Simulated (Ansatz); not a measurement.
# AlH₅SN+ (SMILES [NH2][AlH][SH2+]): single points off equilibrium

How do the functionals fare away from a minimum? The structure is a structure displaced at random from a GFN2-xTB minimum.

Method: single points in def2-TZVPP; program: Ansatz 0.2.0, Gaussian basis.

Cores are frozen in the correlated methods.

## (1) The system as given

8 atoms, charge 1, spin multiplicity 1.

Atoms are counted from 1 here; the program's logs count them from 0.

Bond lengths: N1–Al2 1.747 Å, N1–H4 1.093 Å, N1–H5 0.951 Å, Al2–S3 2.293 Å, Al2–H6 1.497 Å, S3–H7 1.418 Å, S3–H8 1.374 Å. Angles: Al2–N1–H4 122.0°, Al2–N1–H5 128.8°, H4–N1–H5 109.1°, N1–Al2–S3 110.2°, N1–Al2–H6 150.5°, S3–Al2–H6 99.3°, Al2–S3–H7 99.9°, Al2–S3–H8 102.0°, H7–S3–H8 83.9°.

Coordinates:

```csv
atom,x (Å),y (Å),z (Å)
N1,-1.0410,0.9702,-1.1026
Al2,-0.0377,0.6571,0.2932
S3,0.7415,-1.4992,0.2408
H4,-1.3741,0.1698,-1.7677
H5,-1.4340,1.7897,-1.3819
H6,0.5800,1.1051,1.5814
H7,2.1192,-1.2668,0.4809
H8,0.7186,-1.8427,1.5713
```

## (2) CCSD(T)/def2-TZVPP

File run/in.yaml:

```yaml
crystal:
  periodic: [false, false, false]
  atoms:
    - {symbol: N, position_ang: [-1.041000, 0.970200, -1.102600]}
    - {symbol: Al, position_ang: [-0.037700, 0.657100, 0.293200]}
    - {symbol: S, position_ang: [0.741500, -1.499200, 0.240800]}
    - {symbol: H, position_ang: [-1.374100, 0.169800, -1.767700]}
    - {symbol: H, position_ang: [-1.434000, 1.789700, -1.381900]}
    - {symbol: H, position_ang: [0.580000, 1.105100, 1.581400]}
    - {symbol: H, position_ang: [2.119200, -1.266800, 0.480900]}
    - {symbol: H, position_ang: [0.718600, -1.842700, 1.571300]}
basis:
  gaussian: {orbitals: def2-TZVPP}
total_charge: 1
correlation: {method: ccsd_t}
output: {forces: true}
```

The run is started by

```bash
$ ansatz run in.yaml --threads 4 --pin off --events-out ev --progress --plain --max-ram 5222MiB
```

## (3) PBE0-D4/def2-TZVPP

Edit run/in.yaml of step 2 so:

```diff
@@ -14,3 +14,3 @@
 total_charge: 1
-correlation: {method: ccsd_t}
-output: {forces: true}
+hamiltonian: {xc: pbe0, dispersion: d4}
+output: {forces: true, orbitals: {seedname: orbitals}}
```

## (4) wB97M-V/def2-TZVPP

Edit run/in.yaml of step 3 so:

```diff
@@ -14,3 +14,3 @@
 total_charge: 1
-hamiltonian: {xc: pbe0, dispersion: d4}
-output: {forces: true, orbitals: {seedname: orbitals}}
+hamiltonian: {xc: {name: wB97M-V}}
+output: {forces: true}
```

## (5) r2SCAN-D4/def2-TZVPP

Edit run/in.yaml of step 4 so:

```diff
@@ -14,3 +14,3 @@
 total_charge: 1
-hamiltonian: {xc: {name: wB97M-V}}
+hamiltonian: {xc: r2scan, dispersion: d4}
 output: {forces: true}
```

## (6) PBE-D4/def2-TZVPP

Edit run/in.yaml of step 5 so:

```diff
@@ -14,3 +14,3 @@
 total_charge: 1
-hamiltonian: {xc: r2scan, dispersion: d4}
+hamiltonian: {xc: pbe, dispersion: d4}
 output: {forces: true}
```

## (7) r2SCAN0-D4/def2-TZVPP

Edit run/in.yaml of step 6 so:

```diff
@@ -14,3 +14,3 @@
 total_charge: 1
-hamiltonian: {xc: pbe, dispersion: d4}
+hamiltonian: {xc: {name: r2SCAN0}, dispersion: d4}
 output: {forces: true}
```

## (8) LC-wPBE/def2-TZVPP

Edit run/in.yaml of step 7 so:

```diff
@@ -14,3 +14,3 @@
 total_charge: 1
-hamiltonian: {xc: {name: r2SCAN0}, dispersion: d4}
+hamiltonian: {xc: {name: LC-wPBE}}
 output: {forces: true}
```

(Steps that only read results are left out.)

Q: Predict the outcome of this session. Wanted: energy less free atoms, CCSD(T)/def2-TZVPP; RMS force component; RMS force error; HOMO and LUMO, PBE0-D4; T1 diagnostic.

As calculated:

| quantity | value |
| --- | --- |
| energy less free atoms, CCSD(T)/def2-TZVPP | -368.7 kcal/mol |
| RMS force component | 1.512 to 1.593 eV/Å over the methods |
| RMS force error | PBE0-D4 0.075, wB97M-V 0.047, r2SCAN-D4 0.076, PBE-D4 0.193, r2SCAN0-D4 0.109, LC-wPBE 0.110 eV/Å |
| HOMO and LUMO, PBE0-D4 | -12.63 and -6.70 eV |
| T1 diagnostic | 0.012 |

What this shows: Against CCSD(T) the functionals' energies less atoms differ by -20.4 to -5.3 kcal/mol, PBE-D4 by -19.4 kcal/mol. CCSD(T) in triple zeta still lacks some correlation energy of the bonds, so part of these gaps is its own basis error and they don't rank the functionals. For forces wB97M-V does best and PBE-D4 worst.
